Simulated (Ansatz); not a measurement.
# C2F+ (quintet): wave-function methods side by side, cc-pVTZ

The task here is to estimate one member of a computed series from the others.

The runs use Ansatz 0.2.0, Gaussian basis; cc-pVTZ, core rule «outside noble gas», up to 3 orbitals frozen.

The runs, in order: UHF; CCSD(T) on ROHF; CCSD(T) on UHF; BCCD(T) on ROHF; CCSDT(Q) on ROHF; CCSDT(Q) on UHF.

8 further runs of the same task are left out: 3 for a known fault of the program, 5 set aside as unsound or not needed. Runs told in other sessions of the task aren't counted.

## The geometry

The geometry is a PBE0/def2-TZVP stationary point (not a proven minimum) of the parent state, kept for this charge and spin.

3 atoms, charge 1, spin multiplicity 5.

Atoms are counted from 1 here; the program's logs count them from 0.

Bond lengths: C1–C2 1.444 Å, C2–F3 1.292 Å. Angles: C1–C2–F3 117.8°.

Coordinates:

```xyz
3

C     0.00000   -0.23065    1.38243
C     0.00000    0.50398    0.13872
F     0.00000   -0.17280   -0.96166
```

Set-up of the first run:

Contents of in.yaml:

```yaml
crystal:
  periodic: [false, false, false]
  atoms:
    - {symbol: C, position_ang: [0.000000, -0.230648, 1.382426]}
    - {symbol: C, position_ang: [0.000000, 0.503978, 0.138719]}
    - {symbol: F, position_ang: [0.000000, -0.172798, -0.961661]}
basis:
  gaussian: {orbitals: cc-pVTZ}
total_charge: 1
magnetization: {spin_polarized: true, initial_magnetization: 4}
hamiltonian: {xc: hf}
output: {orbitals: {seedname: orbitals}}
```

The run is started by

```console
> ansatz run in.yaml --threads 1 --pin off --events-out ev --progress --plain --max-ram 4096MiB --backend cpu
```

Among the steps run: UHF; CCSD(T) on ROHF; CCSD(T) on UHF; BCCD(T) on ROHF; CCSDT(Q) on ROHF; CCSDT(Q) on UHF.

One of the session's tables, all rows but one given; the rest of the session is left out.

It belongs to the step «Misses and costs». 

```
   method  from UCCSDT(Q) (meV)
     ROHF                     ?
      UHF              +12170.4
     RMP2               +1025.7
     UMP2               +1026.0
    RCCSD                +539.3
    UCCSD                +537.2
 RCCSD(T)                 +59.6
 UCCSD(T)                 +58.8
  BCCD(T)                 +52.4
   RCCSDT                 +24.8
   UCCSDT                 +23.8
RCCSDT(Q)                 +13.9
UCCSDT(Q)                     0
```

Q: Estimate the row for ROHF from the others.

As computed: from UCCSDT(Q) (meV): +12259.5. In the column «from UCCSDT(Q) (meV)» it is the highest.

To keep in mind: Restricted and unrestricted rows rest on different reference determinants; a gap between their highest levels can come from leftover correlation error, from unlike frozen cores or from another state.
